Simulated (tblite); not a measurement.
Compound: sulfuryl chloride fluoride, ClFO2S.
Structure used (GFN2-xTB), in Å, numbered top down from 1:
```
atom  x, y, z in Å
O1    -0.518   -0.951   -1.075
S2    -0.147   -0.155    0.027
O3    -0.577   -0.421    1.343
F4    -0.597    1.369   -0.318
Cl5    1.847    0.161    0.005
```

Computed values, GFN2-xTB/tblite, gas phase, harmonic and unscaled. Against measured fundamentals such values can be off by several per cent, at times by over 20.

How many normal modes are there?

5 atoms, non-linear: 3N − 6 = 9.

What is the point group of the computed structure, and how do the modes divide by symmetry?

Cs. The vibrations span 6 a′ + 3 a″.

How many distinct wavenumbers does the calculation give?

9: Cs has no degenerate species.

How many fundamentals are allowed in the infrared by symmetry?

9 of 9: in Cs every mode is allowed. All fundamentals are allowed in the Raman spectrum.

What zero-point energy do the modes add up to?

½Σν̃ = 2661 cm⁻¹ = 7.6 kcal/mol (9 modes).

How far is the lowest real mode excited at 200 K, as a harmonic oscillator?

θ = hcν̃/k = 322 K for 223.6 cm⁻¹, so N1/N0 = 0.2 and ⟨v⟩ = 1/(exp(θ/T) − 1) = 0.25.
